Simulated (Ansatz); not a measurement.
# AlO: a ladder of basis sets

Computed with Ansatz's Python interface.

`alo.xyz`
```text
2

Al    0.00000    0.00000    0.00000
O     0.00000    0.00000    1.79500
```

The cells in order, each with its output:

```python
import ansatz

molecule = ansatz.Crystal.molecule_from_extxyz("alo.xyz")
```

```python
calc = molecule.calculation()
calc = calc.functional("b3lyp").spin("collinear", total=1)

energies = {}
for basis in ["aug-cc-pVDZ", "aug-cc-pVTZ"]:
    r = calc.basis(gaussian=basis).run(threads=1).report
    size = r["n_frozen"] + r["n_occupied"][0] + r["n_virtual"][0]
    energies[basis] = (r["reference_energy_ev"] / 27.211386246, r["free_energy_ev"] / 27.211386246)
    print(f"{basis:14s} {size:4d} orbitals  reference {energies[basis][0]:14.6f} Ha  total {energies[basis][1]:14.6f} Ha")
```

    aug-cc-pVDZ      50 orbitals  reference    -317.632765 Ha  total    -317.632765 Ha
    aug-cc-pVTZ      96 orbitals  reference    -317.661840 Ha  total    -317.661840 Ha

```python
last = energies["aug-cc-pVTZ"][1]
for basis, (_, total) in energies.items():
    print(f"{basis:14s} lies {27.211386 * (total - last):9.4f} eV above aug-cc-pVTZ")
```

    aug-cc-pVDZ    lies    0.7912 eV above aug-cc-pVTZ
    aug-cc-pVTZ    lies    0.0000 eV above aug-cc-pVTZ

Against aug-cc-pVDZ: aug-cc-pVTZ -29.1 mHa. The last step alone is -29.07 mHa. From the first set to the last the time grows from 2.7 to 4.6 s.

Caveats:
- The drop along the ladder measures the basis error, and is no property of the molecule.
- The geometry is a force-field or estimated start, not a minimum of this method, and the last set is no limit. Much of the fall in a total is atomic energy, which cancels in bond and reaction energies.
- The species is open-shell (spin multiplicity 2).
- b3lyp holds the VWN-RPA fit, as in Gaussian; the form of ORCA and Turbomole is b3lyp5.
- For Al to Cl the sets with a tight d function, cc-pV(X+d)Z, are usual.
- The spin state was assumed, and another may lie lower.
- Timing: 7.7 s on 1 thread of Arm Neoverse V2 (shared host), peak memory 0.26 GiB.
